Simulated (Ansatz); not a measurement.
The first iterations of a band of CH5OSi (8 atoms, charge 1, multiplicity 1).

Level of theory: RKS B3LYP-D4/6-31G in Ansatz 0.2.0.

```
movable images  : 7
climbing image  : yes
spring          : 5.0 eV/Å²
optimiser       : quadratic models (default)
start path      : through a guess of the saddle point
force threshold : 0.5 eV/Å
iteration limit : 60
end points      : relaxed
```

First end point:

```xyz
8
Properties=species:S:1:pos:R:3
O -1.258 0.211 -1.339
C -0.204 0.579 -0.693
Si 0.632 -0.313 0.855
H -1.739 -0.611 -1.061
H 0.206 1.498 -1.121
H 0.595 0.752 1.897
H 2.000 -0.618 0.346
H -0.233 -1.498 1.117
```

Last end point:

```xyz
8
Properties=species:S:1:pos:R:3
O -1.325 -0.218 -1.029
C -0.276 0.394 -0.596
Si 0.705 -0.335 0.942
H -1.835 0.132 -1.805
H 0.027 1.312 -1.117
H 0.672 0.816 1.893
H 2.062 -0.547 0.355
H -0.030 -1.555 1.357
```

| iteration | highest image above the first end (eV) | largest band force component (eV/Å) |
| --- | --- | --- |
| 1 | 1.555 | 12.924 |
| 2 | 1.078 | 1.877 |
| 3 | 1.145 | 3.127 |

Question: Does the band converge within its limit, and where does its top end?

Answer: The forces met the threshold. It ended after 11 iterations with the highest image 0.754 eV above the first end. The threshold of 0.5 eV/Å is loose, so the images may lie well off the minimum-energy path. The order of the stationary point at the top wasn't checked. Limits of this set-up: no polarisation functions.

Time of the run: 100 s on 1 thread of Arm Neoverse V2, with other jobs on the host, peak memory 0.095 GiB.
